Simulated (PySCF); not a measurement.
# HS, SMILES `[SH]` (charge 0, multiplicity 2)

The numbers are results of CAM-B3LYP-D3(BJ)/def2-TZVP run with PySCF, not measurements.

| Quantity | Value |
|---|---|
| highest occupied spin orbital | -8.80 eV |
| dipole moment | 0.89 D |
| total energy | -398.7652 Ha |
| cost | very roughly 7 core-seconds |

Bonded distances (Å): S1–H2 1.343.
Charge 0, spin multiplicity 2.
